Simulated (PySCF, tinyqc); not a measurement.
Worked calculation: CIS and TDHF on RHF in the sto-6g basis, frozen core, for BH, spin multiplicity 1. The lowest restricted solution is unstable here: a spin-polarised one lies 0.0074 hartree lower (PySCF). One step of it, computed by the program tinyqc.

Question. TDHF (RPA) singlet states. B(ia,jb) = 2 (ia|jb) - (ib|ja); the squared energies are the eigenvalues of (A - B)(A + B); 1 hartree = 27.211386 eV.

CIS matrix A, singlet (hartree), order 2>4, 2>5, 2>6, 3>4, 3>5, 3>6:
$$\begin{pmatrix}
0.439736 & 0.000000 & 0.000000 & 0.017396 & 0.000000 & 0.000000 \\
0.000000 & 0.439736 & 0.000000 & 0.000000 & 0.017396 & 0.000000 \\
0.000000 & 0.000000 & 0.668528 & 0.000000 & 0.000000 & -0.062472 \\
0.017396 & 0.000000 & 0.000000 & 0.135328 & 0.000000 & 0.000000 \\
0.000000 & 0.017396 & 0.000000 & 0.000000 & 0.135328 & 0.000000 \\
0.000000 & 0.000000 & -0.062472 & 0.000000 & 0.000000 & 0.480504
\end{pmatrix}$$

Two-electron integrals over orbitals (pq|rs), unique and non-zero (hartree); the lowest 1 orbital is frozen and left out:
```
(22|22) 0.498227    (32|22) -0.041639   (32|32) 0.109200    (33|22) 0.435760
(33|32) 0.036577    (33|33) 0.501116    (42|42) 0.073876    (43|42) 0.044554
(43|43) 0.048197    (44|22) 0.461362    (44|32) 0.071712    (44|33) 0.465267
(44|44) 0.587109    (52|52) 0.073876    (53|52) 0.044554    (53|53) 0.048197
(54|54) 0.031641    (55|22) 0.461362    (55|32) 0.071712    (55|33) 0.465267
(55|44) 0.523827    (55|55) 0.587109    (62|22) -0.039133   (62|32) -0.042145
(62|33) 0.003314    (62|44) -0.091494   (62|55) -0.091494   (62|62) 0.107845
(63|22) -0.017591   (63|32) 0.096396    (63|33) 0.047920    (63|44) 0.073532
(63|55) 0.073532    (63|62) -0.061909   (63|63) 0.112931    (64|42) -0.031755
(64|43) -0.003359   (64|64) 0.028340    (65|52) -0.031755   (65|53) -0.003359
(65|65) 0.028340    (66|22) 0.511459    (66|32) -0.061345   (66|33) 0.460511
(66|44) 0.451546    (66|55) 0.451546    (66|62) -0.012111   (66|63) -0.036007
(66|66) 0.561593
```

Give: TDHF matrix B, singlet; squared energies w^2; TDHF energies from the positive w^2.

Answer.

TDHF matrix B, singlet (hartree), order 2>4, 2>5, 2>6, 3>4, 3>5, 3>6:
$$\begin{pmatrix}
0.0739 & 0.0000 & 0.0000 & 0.0446 & 0.0000 & 0.0000 \\
0.0000 & 0.0739 & 0.0000 & 0.0000 & 0.0446 & 0.0000 \\
0.0000 & 0.0000 & 0.1078 & 0.0000 & 0.0000 & -0.0619 \\
0.0446 & 0.0000 & 0.0000 & 0.0482 & 0.0000 & 0.0000 \\
0.0000 & 0.0446 & 0.0000 & 0.0000 & 0.0482 & 0.0000 \\
0.0000 & 0.0000 & -0.0619 & 0.0000 & 0.0000 & 0.1129
\end{pmatrix}$$

squared energies w^2 (hartree^2): [0.0152, 0.0152, 0.1853, 0.1853, 0.2042, 0.4494]

TDHF energies from the positive w^2 (eV): [3.3540, 3.3540, 11.7149, 11.7149, 12.2967, 18.2410]
